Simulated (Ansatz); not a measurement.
CH3S (SMILES C[S]) moved off its minimum; all values from Ansatz (a quantum-chemistry and plane-wave program), cores frozen in correlated methods. Open shells are unrestricted.
(charge 0, multiplicity 2)
```xyz
5

C     -1.23362    -0.00980     0.01077
S      0.66364     0.03522    -0.06342
H     -1.39278    -0.65159    -0.83900
H     -1.37627    -0.49641     0.95677
H     -1.56643     0.94779    -0.27075
```

| level | largest force (eV/Å) | on atom | rms difference from CCSD(T)/cc-pV(T+d)Z (eV/Å) | dipole (D) |
|---|---|---|---|---|
| HF/def2-TZVPP | 3.79 | C1 | 0.215 | 1.88 |
| PBE/def2-TZVPP | 3.35 | C1 | 0.135 | 1.76 |
| r2SCAN/def2-TZVPP | 3.40 | C1 | 0.053 | 1.84 |
| B3LYP/def2-TZVPP | 3.31 | C1 | 0.031 | 1.75 |
| wB97M-V/def2-TZVPP | 3.59 | C1 | 0.106 | 1.73 |
| MP2/cc-pV(T+d)Z | 3.55 | C1 | 0.091 | 1.67 |
| CCSD(T)/cc-pV(T+d)Z | 3.37 | C1 | 0.000 | 1.67 |

The differences count from one level among others, with limits of its own. Forces at CCSD(T)/cc-pV(T+d)Z (eV/Å):

```
atom      Fx      Fy      Fz
----  ------  ------  ------
C1     3.184  -0.931  -0.577
S2    -0.756   0.175  -0.036
H3    -0.534  -0.654  -0.161
H4    -1.054   0.261   0.261
H5    -0.841   1.150   0.513
```
